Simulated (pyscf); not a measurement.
Thermochemistry of product channels of HP=GaH + silane (SiH₄) on the singlet surface, in kcal/mol, from CCSD(T)/def2-TZVPP + ΔMP2(QZVPP) energies (ideal gas, 1 atm, RRHO with modes under 100 cm⁻¹ raised to 100, one conformer, R ln 2 for chiral ones without a mode under 150 cm⁻¹). Structures and frequencies: ωB97X-D3(BJ)/def2-SVP in PySCF. Correlated levels are frozen-core, on RHF or UHF. ΔMP2 is the change of the MP2 total energy from the triple- to the quadruple-zeta basis.

```json
[
 {"products": "H₃Si–GaH–PH₂", "ΔE": "-30.8", "ΔH(298 K)": "-29.1", "ΔG(298 K)": "-20.3", "ΔG(900 K)": "-4.0"},
 {"products": "H₃Si–PH–GaH₂", "ΔE": "-33.3", "ΔH(298 K)": "-31.8", "ΔG(298 K)": "-22.6", "ΔG(900 K)": "-5.2"}
]
```

The channel to H₃Si–GaH–PH₂ turns unfavourable between 298 and 1200 K (ΔG from -20.3 kcal/mol to +3.5 kcal/mol). The channel to H₃Si–PH–GaH₂ turns unfavourable between 298 and 1200 K (ΔG from -22.6 kcal/mol to +2.9 kcal/mol).

These are energies of the channels, which say nothing of barriers. HP=GaH lies 17.6 kcal/mol over its isomer H₂P–Ga [singlet] (electronic energy, ωB97M-D3(BJ)/def2-TZVP). The CCSD(T) − MP2 part came from Ansatz, without density fitting, on the same reference. The frozen core leaves the outer d or s,p core shells of the metals and heavy elements correlated in the MP2 and CC values, and def2-TZVPP describes them poorly, which can shift differences by a few kcal/mol. Elements up to Kr have no core potential and no relativistic terms here.
